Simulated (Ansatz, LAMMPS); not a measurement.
## Ladder of methods for the elastic constant C44 of hcp Ti

Reference value: 51 GPa (measured, 4 K, not corrected to a static lattice; as tabulated in Ferrari et al. (2019), arXiv:1905.01197).

Put these levels in order of the elastic constant C44 that they give for hcp Ti, smallest first: COMB comb3 (LAMMPS), HSE06 (Ansatz, a first-principles code), PBEsol (Ansatz).

COMB comb3 (23.3 GPa), PBEsol (43.0 GPa), HSE06 (68.5 GPa)

Unless a cell is named, each level is at its own relaxed cell (COMB comb3 17.74, PBEsol 16.73, HSE06 17.19 Å³/atom).

Differences against the reference: COMB comb3 -54 %, PBEsol -15.7 %, HSE06 +34 %.

The reference has no zero-point or thermal correction, while the calculations are for a static lattice, so the differences are not the levels' errors alone.  HSE06: hybrids on metals are sensitive to the k mesh. Each level is taken at its own relaxed cell. K meshes differ between the levels. Ansatz's density-functional and Hartree–Fock values are scalar-relativistic unless marked +SOC, with PAW data made under PBE.

Empirical potentials (COMB comb3) are fitted to chosen data, which need not cover the solid at hand: agreement can be built in, and what lay outside the fit can be far off.

Differences are worked out from the printed values.
